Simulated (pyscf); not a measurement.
H₃Si–SiH•–PH₂ + H₂ -> H₃Si–SiH₂–PH₂ + H• (hydrogen abstraction; doublet surface; H–H broken, H–Si formed). Optimised with ωB97X-D3(BJ)/def2-SVP in PySCF. Energies in kJ/mol from the separated reactants.

```json
[
 {"level": "ωB97X-D3(BJ)/def2-TZVP", "barrier": "88.9", "reaction energy": "+72.8"},
 {"level": "PBE/def2-TZVP", "barrier": "81.3", "reaction energy": "+82.9"},
 {"level": "B3LYP-D3(BJ)/def2-TZVP", "barrier": "85.0", "reaction energy": "+87.4"},
 {"level": "M06-2X/def2-TZVP", "barrier": "(withheld)", "reaction energy": "+81.6"},
 {"level": "ωB97M-D3(BJ)/def2-TZVP", "barrier": "(withheld)", "reaction energy": "(withheld)"},
 {"level": "HF/def2-TZVP", "barrier": "94.0", "reaction energy": "+48.2"}
]
```

**Question.** What belongs in the gaps?

**Answer.** 
- M06-2X/def2-TZVP, barrier: 99.8
- ωB97M-D3(BJ)/def2-TZVP, barrier: 86.4
- ωB97M-D3(BJ)/def2-TZVP, reaction energy: +70.5

At PBE, B3LYP-D3(BJ) this geometry lies under the product side: in single points on another level's saddle the reverse barrier vanishes, and the forward threshold there is about the reaction energy. H₃Si–SiH•–PH₂ lies 47.7 kJ/mol over its isomer H₃Si–P•–SiH₃ (electronic energy, ωB97M-D3(BJ)/def2-TZVP). H₃Si–SiH₂–PH₂ lies 23.9 kJ/mol over its isomer H₃Si–PH–SiH₃ (electronic energy, ωB97M-D3(BJ)/def2-TZVP). This is the saddle that the search found; another between the same sides may lie lower. The angle at the transferred H is 177°.
